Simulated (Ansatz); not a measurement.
# C2H2O2S: the cost of one run

Method: the settings change from run to run; program: Ansatz 0.2.0, Gaussian basis.

### 1 The molecule

The geometry comes from an earlier relaxation with PBE0-D4 in a triple-zeta def2 set; it is a stationary point, not always the lowest conformer.

SMILES `S=C1OCO1`, 7 atoms, charge 0, spin multiplicity 1.

Atoms are counted from 1 here; the program's logs count them from 0.

Bond lengths: S1–C2 1.594 Å, C2–O3 1.359 Å, C2–O5 1.359 Å, O3–C4 1.424 Å, C4–O5 1.424 Å, C4–H6 1.091 Å, C4–H7 1.091 Å. Angles: S1–C2–O3 132.2°, S1–C2–O5 132.2°, O3–C2–O5 95.7°, C2–O3–C4 87.1°, O3–C4–O5 90.1°, O3–C4–H6 112.8°, O3–C4–H7 112.8°, O5–C4–H6 112.8°, O5–C4–H7 112.8°, H6–C4–H7 113.5°, C2–O5–C4 87.1°.

### 2 B2GP-PLYP/pcseg-2

This run has a grid of angular degree 47, the search for lower states set to off.

The input, in.yaml:

```yaml
crystal:
  periodic: [false, false, false]
  atoms:
    - {symbol: S, position_ang: [-1.141736, -2.363250, -0.009016]}
    - {symbol: C, position_ang: [-0.441891, -0.931585, -0.007506]}
    - {symbol: O, position_ang: [-0.829748, 0.273740, -0.500886]}
    - {symbol: C, position_ang: [0.400581, 0.791852, -0.005678]}
    - {symbol: O, position_ang: [0.747074, -0.498112, 0.487594]}
    - {symbol: H, position_ang: [1.065850, 1.133776, -0.799926]}
    - {symbol: H, position_ang: [0.261071, 1.525479, 0.789717]}
basis:
  gaussian: {orbitals: pcseg-2, final_grid: {core_spheres: 20, valence_spheres: 16, degree: 47}}
hamiltonian: {xc: {name: B2GP-PLYP}}
scf: {lower_state_search: off}
output: {forces: true}
```

Run with:

```console
$ ansatz run in.yaml --threads 2 --pin off --events-out ev --progress --plain --max-ram 4352MiB
```

**Question.** How long does this run take on 2 threads of AMD EPYC 9R45, shared host, and how much memory does it need?

About 7.5 s, with a peak of 0.59 GiB.
